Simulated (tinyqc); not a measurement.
Inside a calculation. Method: MP2 on RHF in the sto-6g basis, frozen core, for H2O, spin multiplicity 1. One step of it, computed by the program tinyqc.

Task: Orthogonalisation. S = U s U^T; canonical form X = U s^(-1/2), so that X^T S X = 1. Each column of U has its largest component positive (the first on a tie).

overlap S, lower triangle:
```
           1O 1s     1O 2s    1O 2px     1O 2py    1O 2pz     2H 1s     3H 1s
1O 1s   1.000000
1O 2s   0.231145  1.000000
1O 2px  0.000000  0.000000  1.000000
1O 2py  0.000000  0.000000  0.000000   1.000000
1O 2pz  0.000000  0.000000  0.000000   0.000000  1.000000
2H 1s   0.054683  0.472928  0.000000   0.278655  0.273788  1.000000
3H 1s   0.054683  0.472928  0.000000  -0.278655  0.273788  0.306764  1.000000
```

Give: eigenvalues of S; X.

Result:

eigenvalues of S: 0.3472  0.4237  0.8785  1.0000  1.1033  1.2695  1.9777

X:
```
              1        2        3       4        5        6       7
1O 1s   -0.2889   0.0000   0.7579  0.0000   0.6241   0.0000  0.1361
1O 2s    1.1620   0.0000  -0.3308  0.0000   0.3339   0.0000  0.3972
1O 2px   0.0000   0.0000   0.0000  1.0000   0.0000   0.0000  0.0000
1O 2py   0.0000  -0.8672   0.0000  0.0000   0.0000   0.7326  0.0000
1O 2pz   0.6135   0.0000   0.6433  0.0000  -0.6151   0.0000  0.2113
2H 1s   -0.7313   0.8966  -0.1427  0.0000  -0.1161   0.3543  0.3773
3H 1s   -0.7313  -0.8966  -0.1427  0.0000  -0.1161  -0.3543  0.3773
```
